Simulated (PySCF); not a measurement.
Computed properties of C₄H₆, SMILES C=CC=C

butadiene (C4H6), SMILES C(=C)C=C. Coordinates come from a r2SCAN-D4/def2-SVP optimisation. The values are those of a single conformer. All values are computed for the isolated molecule unless a solvent is named; none is compared with measurement here.

**Structure.** The optimised structure has C2h symmetry. All 24 harmonic modes at r2SCAN-D4/def2-SVP (PySCF) are real, so it is a minimum. With heavy atoms numbered as in [CH2:1]=[CH:2][CH:3]=[CH2:4], the shortest bond between them is C1–C2 at 1.346 Å and the longest C2–C3 at 1.453 Å.

**Vibrations.** The strongest infrared lines (harmonic, unscaled, degenerate partners summed) lie at 910 cm⁻¹ (81 km/mol, H 71 %, C 29 %), 1057 cm⁻¹ (31 km/mol, H 91 %, C 9 %), 3138 cm⁻¹ (21 km/mol, H 94 %). The softest mode is at 181 cm⁻¹ and the zero-point energy is 53.1 kcal/mol.

**Electronic structure.** B3LYP/def2-TZVP (PySCF) places the frontier levels at -6.57 and -1.15 eV, a gap of 5.42 eV, and gives a dipole moment of 0.00 D and a mean polarisability of 54.2 bohr³. PBE/def2-TZVP (PySCF) at the same geometry gives -5.81 and -1.89 eV, so its gap is 1.50 eV narrower. An orbital gap is neither the optical nor the fundamental gap.

**Excitations.** TDDFT-PBE0/def2-SVPD (PySCF) has S1 at 5.81 eV (214 nm, f = 0.685, bright); the most intense of the 10 singlets computed lies at 5.81 eV (f = 0.68). T1 (TDA) is at 3.04 eV. TDDFT-PBE/def2-SVPD (PySCF) puts S1 at 5.60 eV. No vertical singlet excitation falls in the visible range (under 3.1 eV).

**NMR.** GIAO shifts at PBE0/pcSseg-1 (PySCF) (non-relativistic, atoms alike by connectivity averaged): ¹³C from 128.7 to 149.1 ppm against TMS; ¹H from 5.8 to 6.8 ppm against TMS.

**Solvation.** SMD-PBE0/def2-SVP (PySCF) gives 1.1 kcal/mol in water, -2.6 kcal/mol in acetonitrile, -1.1 kcal/mol in dimethylsulfoxide (1 M in both phases, gas-phase geometry); of these solvents acetonitrile holds the molecule best.
